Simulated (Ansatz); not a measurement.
**C3H4N2: a ladder of functionals and wavefunction methods**

Aim: compute C3H4N2 with functionals from several rungs and with coupled cluster, and see how far each lands from CCSD(T) at the basis-set limit for the atomisation energy.

Method: functionals in def2-TZVPP, the program's frozen cores in correlated methods; program: Ansatz 0.2.0, Gaussian basis.

The runs, in order: LDA (SPW92), PBE-D4, revPBE-D4, BLYP-D4, r2SCAN-D4, B97M-V, PBE0-D4, B3LYP-D4, r2SCANh-D4, r2SCAN0-D4, HSE06-D4, BHLYP-D4, CAM-B3LYP-D4, LC-ωPBE, ωB97X-V, ωB97M-V, B2PLYP, PBE-QIDH; CCSD(T)/def2-SVP; CCSD(T)/def2-TZVPP; MP2/def2-QZVPP; extrapolation to the limit; RPA on PBE.

### Step 1. The geometry

The geometry comes from an earlier relaxation with PBE0-D4 in a triple-zeta def2 set; it is a stationary point, not always the lowest conformer.

SMILES `NC1=C=CN1`, 9 atoms, charge 0, spin multiplicity 1.

Atoms are counted from 1 here; the program's logs count them from 0.

Bond lengths: N1–C2 1.319 Å, N1–H6 1.005 Å, N1–H7 1.006 Å, C2–C3 1.439 Å, C2–N5 1.421 Å, C3–C4 1.370 Å, C4–N5 1.495 Å, C4–H8 1.088 Å, N5–H9 1.028 Å. Angles: C2–N1–H6 122.4°, C2–N1–H7 118.2°, H6–N1–H7 119.4°, N1–C2–C3 130.7°, N1–C2–N5 124.1°, C3–C2–N5 103.2°, C2–C3–C4 75.6°, C3–C4–N5 102.9°, C3–C4–H8 135.3°, N5–C4–H8 121.1°, C2–N5–C4 72.3°, C2–N5–H9 112.7°, C4–N5–H9 115.1°.

### Step 2. LDA

This LDA is Slater exchange with PW92 correlation.

Contents of in.yaml:

```yaml
crystal:
  periodic: [false, false, false]
  atoms:
    - {symbol: N, position_ang: [-0.879036, 1.037280, -0.598032]}
    - {symbol: C, position_ang: [0.054775, 0.116668, -0.454376]}
    - {symbol: C, position_ang: [0.133677, -1.227362, -0.963146]}
    - {symbol: C, position_ang: [0.717222, -1.295586, 0.274382]}
    - {symbol: N, position_ang: [1.038938, 0.133693, 0.570332]}
    - {symbol: H, position_ang: [-0.887262, 1.884547, -0.057789]}
    - {symbol: H, position_ang: [-1.595828, 0.883495, -1.287059]}
    - {symbol: H, position_ang: [0.831766, -2.066456, 1.034210]}
    - {symbol: H, position_ang: [0.674347, 0.487420, 1.464477]}
basis:
  gaussian: {orbitals: def2-TZVPP}
hamiltonian: {xc: lda}
output: {orbitals: {seedname: orbitals}}
```

Launch:

```console
ansatz run in.yaml --threads 2 --pin off --events-out ev --progress --plain --max-ram 4352MiB
```

After this run come: PBE-D4 (GGA); revPBE-D4 (GGA); BLYP-D4 (GGA); r2SCAN-D4 (meta-GGA); B97M-V (meta-GGA); B3LYP-D4 (hybrid); r2SCANh-D4 (hybrid); r2SCAN0-D4 (hybrid); HSE06-D4 (hybrid); BHLYP-D4 (hybrid); CAM-B3LYP-D4 (range-separated); LC-ωPBE (range-separated); ωB97X-V (range-separated); ωB97M-V (range-separated); B2PLYP (double hybrid); PBE-QIDH (double hybrid); CCSD(T) in def2-SVP; CCSD(T) in def2-TZVPP; MP2 in def2-QZVPP; RPA on PBE orbitals.

Q: Predict the results of all the runs planned. Wanted: atomisation energy, CCSD(T)/CBS; farthest beyond LDA; mean size of error, GGA; mean size of error, meta-GGA; mean size of error, hybrid; mean size of error, range-separated; mean size of error, double hybrid; gap, smallest and largest; T1 diagnostic.

**Answer**, as computed:

```
                               quantity                                      value
        atomisation energy, CCSD(T)/CBS                                  36.790 eV
    functionals within 0.184 eV (0.5 %)               r2SCANh-D4, B2PLYP, PBE-QIDH
                    farthest beyond LDA                         PBE-D4 (+2.247 eV)
                mean size of error, GGA                                   1.325 eV
           mean size of error, meta-GGA                                   0.340 eV
             mean size of error, hybrid                                   0.747 eV
    mean size of error, range-separated                                   0.416 eV
      mean size of error, double hybrid                                   0.084 eV
              gap, smallest and largest  2.42 eV (LDA (SPW92)), 10.16 eV (LC-ωPBE)
                          T1 diagnostic                                     0.0144
triples share of the correlation energy                                      4.9 %
```

What this shows: LDA overbinds by 7.530 eV (20 %). PBE-D4 misses by +2.247 eV. Double hybrids carry the basis error of their MP2 part in triple zeta, and no dispersion term here, so their miss is partly the set-up's. By mean error the best rung here is double hybrid (0.084 eV) and the worst beyond LDA is GGA (1.325 eV). Misses under about 0.184 eV are within the doubt on the reference itself, which lacks core-valence correlation, relativity and higher excitations. Hartree-Fock recovers 64 % of the binding; the rest is correlation. CCSD(T) in def2-SVP is off by -2.291 eV, so the small basis spoils what the method gains. The gap grows from 2.4 to 10.2 eV across the functionals, mostly with the share of exact exchange.
